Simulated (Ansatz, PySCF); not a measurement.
This singlet lies 0.89 eV below the relaxed triplet at the level composite: frozen-core CCSD(T) with HF/cc-pV5Z and the correlation energy extrapolated as X^-3 from cc-pVQZ and cc-pV5Z, plus full CI minus CCSD(T) in cc-pVDZ // PBE0-D3(BJ)/def2-TZVP (Ansatz, a first-principles code).

# H$_{2}$Si, SMILES `[SiH2]` (lower singlet) (charge 0, multiplicity 1)

Computed with PBE0-D3(BJ)/def2-TZVP (PySCF).

```
Property                                 Value
-------------  -------------------------------
HOMO                                  -6.87 eV
dipole moment                           0.17 D
HOMO–LUMO gap                          3.77 eV
LUMO                                  -3.10 eV
total energy                      -290.4869 Ha
cost           around 2.2 core-seconds (rough)
```

```xyz
3

Si    -0.0030     0.7116     0.0000
H     -1.0885    -0.3604     0.0000
H      1.0915    -0.3511     0.0000
```
